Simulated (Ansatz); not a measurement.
`C[Si]Cl` + H₂ → `[SiH]Cl` + CH₄ at 400 K and 1 bar (hydrogenolysis of the Si–C bond).

Program: Ansatz. Geometries: PBE0-D4/def2-TZVP. ΔE: electronic, gas phase. CCSD(T)/CBS adds triple-zeta CCSD(T) − MP2 to the extrapolated MP2 energy (def2 sets, frozen cores). This one scheme is used for every species.

```json
{"species": "`C[Si]Cl`", "CCSD(T)/CBS energy (Eh)": "-788.72093", "H − E (kJ/mol)": "118.9", "S (J/(mol·K))": "318.8"}
{"species": "H₂", "CCSD(T)/CBS energy (Eh)": "-1.17544", "H − E (kJ/mol)": "38.0", "S (J/(mol·K))": "139.0"}
{"species": "`[SiH]Cl`", "CCSD(T)/CBS energy (Eh)": "-749.43948", "H − E (kJ/mol)": "35.1", "S (J/(mol·K))": "263.9"}
{"species": "CH₄", "CCSD(T)/CBS energy (Eh)": "-40.46206", "H − E (kJ/mol)": "131.3", "S (J/(mol·K))": "197.2"}
```

H − E and S are ideal-gas, rigid-rotor, harmonic terms from PBE0-D4/def2-TZVP. For small species the MP2-based limit differs from directly extrapolated CCSD(T) by up to some mEh (0.8 for H₂); such offsets cancel only in part. 1 Eh = 2625.50 kJ/mol, R = 8.31446 J/(mol·K).

Question: By hand: ΔE, ΔH, ΔS and ΔG.

Answer: ΔE = (-749.43948) + (-40.46206) − (-788.72093) − (-1.17544) = -0.00517 Eh = -13.6 kJ/mol. Δ(H − E) = 35.1 + 131.3 − 118.9 − 38.0 = 9.5, so ΔH = -4.1 kJ/mol. ΔS = 263.9 + 197.2 − 318.8 − 139.0 = 3.3 J/(mol·K). ΔG = -4.1 − 400 × (3.3)/1000 = -5.4 kJ/mol.

Question: By hand: the equilibrium constant, and the temperature at which ΔG would vanish if ΔH and ΔS stayed fixed.

Answer: log₁₀ K = −ΔG/(RT ln 10) = 0.7. ΔH and −TΔS have one sign here, so there is no such temperature.

The number of gas molecules stays the same, so ΔS is small and ΔH decides. The sign of ΔG lies within the doubt. A doubt of 5 kJ/mol in ΔE shifts log₁₀ K by 0.7 here. These are equilibria of isolated gas molecules and say nothing of rates. Largest T1 diagnostic: 0.013 (customary marks: 0.02 for closed shells, 0.045 for open ones).

ΔS is within the doubt of such terms, so its sign, and with it that verdict, could turn.
